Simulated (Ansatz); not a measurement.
The cluster Mg2Si (the lowest singlet isomer of a short search) was relaxed with B3LYP-D4 (def2-TZVP) in Ansatz in these states: neutral quintet, neutral triplet. The geometries follow in no particular order.

A:

| atom | x (Å) | y (Å) | z (Å) |
| --- | --- | --- | --- |
| Mg1 | 0.514 | 1.227 | 2.192 |
| Mg2 | -0.514 | -1.222 | -2.195 |
| Si3 | 0.000 | -0.005 | 0.003 |

B:

Cartesian coordinates in Å:
```
Mg 0.786 -1.494 0.870
Mg 0.484 1.544 -0.995
Si -1.270 -0.050 0.125
```

Q: Judge from the bond lengths which geometry belongs to which state (an estimate).

A: A is the neutral quintet (Mg1–Si3 2.564 Å, Mg2–Si3 2.564 Å); B is the neutral triplet (Mg1–Si3 2.620 Å, Mg2–Si3 2.620 Å).

At PBE0-D4/def2-TZVP a triplet lies 0.53 eV below the neutral quintet. These are the stationary points nearest to one start from a short search; other shapes may lie lower in each state.
